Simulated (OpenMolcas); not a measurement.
## How basis sets differ on CH8BN (SMILES [BH3-][NH2+]C)

The species is CH8BN (11 atoms), meant as a singlet with charge 0. As SMILES, `[BH3-][NH2+]C`. The coordinates come from a PBE0-D4/def2-TZVP relaxation.

```tsv
atom	x (Å)	y (Å)	z (Å)
B	-0.8284	1.0320	-0.2051
N	-0.3495	-0.4975	0.0708
C	1.1078	-0.6611	0.1552
H	-2.0409	0.9910	-0.2454
H	-0.3251	1.3417	-1.2657
H	-0.4029	1.6775	0.7312
H	-0.7835	-0.8152	0.9323
H	-0.7210	-1.0847	-0.6699
H	1.4757	-0.0241	0.9576
H	1.5435	-0.3171	-0.7813
H	1.3898	-1.6994	0.3411
```

Quantity: the dipole moment, in D. The values are calculated.

```json
{"level": "HF/ANO-R0 (sfX2C)", "kind": "Hartree–Fock", "program": "OpenMolcas", "value (D)": "7.22", "CPU time": "1.9 s"}
{"level": "HF/STO-3G", "kind": "Hartree–Fock", "program": "OpenMolcas", "value (D)": "5.85", "CPU time": "3.2 s"}
{"level": "HF/3-21G", "kind": "Hartree–Fock", "program": "OpenMolcas", "value (D)": "5.92", "CPU time": "3.6 s"}
{"level": "HF/ANO-R1 (sfX2C, RICD fitting)", "kind": "Hartree–Fock", "program": "OpenMolcas", "value (D)": "5.54", "CPU time": "7.6 s"}
{"level": "HF/cc-pVDZ", "kind": "Hartree–Fock", "program": "OpenMolcas", "value (D)": "5.62", "CPU time": "10 s"}
```

The values span 5.54 to 7.22 D. Magnitudes only. Sets without polarisation functions give poor dipoles. CPU times are rough (shared hosts, several kinds of processor and program).
